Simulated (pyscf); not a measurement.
PySCF, gas phase, ωB97X-D3(BJ)/def2-SVP geometries.

**Question.** For the elementary gas-phase step B–OH [singlet] + HF -> HO–BH–F (singlet surface; F–H broken, B–H, B–F formed), what barrier and reaction energy does ωB97M-D3(BJ)/def2-TZVP give, measured from the separated reactants?

**Answer.** ΔE‡ = 34.4 kJ/mol, ΔE = -390.7 kJ/mol. CCSD(T)/def2-TZVPP + ΔMP2(QZVPP) gives 53.5 kJ/mol and -380.7 kJ/mol. Zero-point energy shifts the barrier by +2.4 kJ/mol. It is an insertion, with an imaginary mode of 1192i cm⁻¹. On the reactant side the descent ends in a bound adduct, 40.0 kJ/mol under the separated species and 71.8 kJ/mol under the saddle at ωB97X-D3(BJ)/def2-TZVP. At ωB97X-D3(BJ) the barrier from the zero used here is 31.8 kJ/mol. B–OH [singlet] lies 186.1 kJ/mol over its isomer HB=O, and others may lie lower still (electronic energy, ωB97M-D3(BJ)). This is the saddle that the search found; another between the same sides may lie lower. The CCSD(T) − MP2 part came from Ansatz, without density fitting, on the same reference.
